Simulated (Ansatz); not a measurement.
**H3O+: a ladder of functionals and wavefunction methods**

An exercise on one series of results from a longer session: the logs are not shown, and one member is left open.

Program: Ansatz 0.2.0, Gaussian basis. Level of theory: functionals in def2-TZVPP, the program's frozen cores in correlated methods. These are calculated values, not measurements.

Levels to be run: LDA (SPW92), PBE-D4, revPBE-D4, BLYP-D4, r2SCAN-D4, B97M-V, PBE0-D4, B3LYP-D4, r2SCANh-D4, r2SCAN0-D4, HSE06-D4, BHLYP-D4, CAM-B3LYP-D4, LC-ωPBE, ωB97X-V, ωB97M-V, B2PLYP, PBE-QIDH; CCSD(T)/def2-SVP; CCSD(T)/def2-TZVPP; CCSD(T)/def2-QZVPP; extrapolation to the limit; RPA on PBE.

## The geometry

The geometry comes from an earlier relaxation with PBE0-D4 in a triple-zeta def2 set; it is a stationary point.

SMILES `[OH3+]`, 4 atoms, charge 1, spin multiplicity 1.

Atoms are counted from 1 here; the program's logs count them from 0.

Bond lengths: O1–H2 0.978 Å, O1–H3 0.978 Å, O1–H4 0.978 Å. Angles: H2–O1–H3 113.1°, H2–O1–H4 113.1°, H3–O1–H4 113.1°.

As a file:

```xyz
4
charge 1, multiplicity 1
O     0.18124   -0.05652   -0.05251
H     0.21935    0.91860    0.01500
H    -0.40873   -0.36839   -0.76774
H     0.00815   -0.49370    0.80526
```

The first run:

Contents of in.yaml:

```yaml
crystal:
  periodic: [false, false, false]
  atoms:
    - {symbol: O, position_ang: [0.181237, -0.056518, -0.052515]}
    - {symbol: H, position_ang: [0.219348, 0.918602, 0.014998]}
    - {symbol: H, position_ang: [-0.408734, -0.368387, -0.767736]}
    - {symbol: H, position_ang: [0.008148, -0.493697, 0.805263]}
basis:
  gaussian: {orbitals: def2-TZVPP}
total_charge: 1
hamiltonian: {xc: lda}
output: {orbitals: {seedname: orbitals}}
```

Run with:

```sh
> ansatz run in.yaml --threads 2 --pin off --events-out ev --progress --plain --max-ram 20480MiB --backend cpu
```

Among the steps run: LDA; PBE-D4 (GGA); revPBE-D4 (GGA); BLYP-D4 (GGA); r2SCAN-D4 (meta-GGA); B97M-V (meta-GGA); PBE0-D4 (hybrid); B3LYP-D4 (hybrid); r2SCANh-D4 (hybrid); r2SCAN0-D4 (hybrid); HSE06-D4 (hybrid); BHLYP-D4 (hybrid); CAM-B3LYP-D4 (range-separated); LC-ωPBE (range-separated); ωB97X-V (range-separated); ωB97M-V (range-separated); B2PLYP (double hybrid); PBE-QIDH (double hybrid).

One table of the session follows, with a row left open; its other results are not shown here.

It belongs to the step «Orbital energies across the functionals». Levels, from each run's orbital file:

```
  functional  HOMO (eV)  LUMO (eV)  gap (eV)
 LDA (SPW92)     -18.69      -8.05     10.63
      PBE-D4     -18.62      -8.11     10.51
   revPBE-D4     -18.59      -8.12     10.46
     BLYP-D4     -18.55      -8.29     10.26
   r2SCAN-D4     -19.08      -7.13     11.95
      B97M-V     -19.28      -7.72     11.56
     PBE0-D4     -20.66      -7.07     13.59
    B3LYP-D4     -20.35      -7.59     12.76
  r2SCANh-D4     -19.84      -6.83     13.01
  r2SCAN0-D4     -20.98      -6.40     14.58
    HSE06-D4     -20.25      -7.44     12.80
    BHLYP-D4          ?          ?         ?
CAM-B3LYP-D4     -22.25      -6.31     15.93
     LC-ωPBE     -23.68      -4.81     18.87
     ωB97X-V     -23.31      -5.00     18.30
     ωB97M-V     -23.21      -5.50     17.72
```

Q: Estimate the row for BHLYP-D4 from the others.

Worked estimate for «HOMO (eV)». Against the share of exact exchange, BLYP-D4 (0, -18.55), B3LYP-D4 (0.2, -20.35) give a slope of -9.00 per unit share; at 0.5 the line stands at -23.05.

**Answer.** HOMO (eV): -22.65; LUMO (eV): -6.43; gap (eV): 16.22. In «HOMO (eV)» the line misses by -0.40.
